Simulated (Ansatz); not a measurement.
## H3MgN, SMILES [NH2][MgH]: vertical energies of changing the electron count, step by step

With Ansatz 0.2.0, Python API.

Notebook, run cell by cell (the value of a cell's last expression is shown):

```python
from dataclasses import dataclass

import ansatz as az
```

```python
@dataclass(frozen=True)
class RunConfig:
    basis: str = "def2-SVPD"
    functional: str = "r2SCAN"
```

```python
opts = RunConfig()


def energy_of(molecule, charge=0, unpaired=0):
    calc = (
        molecule.calculation()
        .basis(gaussian=opts.basis)
        .functional(opts.functional)
    )
    if charge:
        calc = calc.charge(charge)
    if unpaired:
        calc = calc.spin("collinear", total=unpaired)
    report = calc.run().report
    if report["published_state_doubts"]:
        print("  doubts:", report["published_state_doubts"])
    return report["free_energy_ev"]

geometry_ang = [
    ("N", (0.044, -1.1386, -0.0604)),
    ("Mg", (0.3023, 0.9572, -0.2164)),
    ("H", (-1.0348, -1.2634, -0.3434)),
    ("H", (0.1661, -1.3312, 0.9341)),
    ("H", (0.5723, 2.7024, -0.3552)),
]
h3mgn = az.Crystal.molecule()
for symbol, xyz in geometry_ang:
    h3mgn = h3mgn.atom(symbol, xyz)
```

```python
# total-energy differences at one geometry
parent = energy_of(h3mgn, 0, 0)
cation = energy_of(h3mgn, 1, 1)
print(f"E(N)   = {parent:.5f} eV")
print(f"E(N-1) = {cation:.5f} eV  (1 unpaired)")
print(f"vertical ionisation energy {cation - parent:.3f} eV")
anion = energy_of(h3mgn, -1, 1)
print(f"E(N+1) = {anion:.5f} eV  (1 unpaired)")
print(f"vertical electron affinity {parent - anion:.3f} eV" + ("" if anion < parent else " (unbound in this basis)"))
print(f"fundamental gap IP - EA = {cation + anion - 2 * parent:.3f} eV")
```

    E(N)   = -6978.12913 eV
    E(N-1) = -6969.51250 eV  (1 unpaired)
    vertical ionisation energy 8.617 eV
    E(N+1) = -6977.81785 eV  (1 unpaired)
    vertical electron affinity -0.311 eV (unbound in this basis)
    fundamental gap IP - EA = 8.928 eV

At this unrelaxed geometry removing an electron costs 8.62 eV and an added one is unbound in this basis (by 0.31 eV).

Total energies depend on the basis set; only differences at equal settings carry meaning. The geometry is a force-field or estimated start, not a minimum of this method, and the basis set is short of its limit. All parts are taken at fixed geometry, without zero-point energy. At an unrelaxed start these energies can be a whole eV from those at the minimum, and a small affinity can change sign. A negative electron affinity means that the anion is unbound here; its size hangs on the basis and tends to about zero as the basis grows, and so does its part in any gap built on it. Finished in 27 s on 1 thread of Arm Neoverse V2 (shared host), peak memory 0.23 GiB.
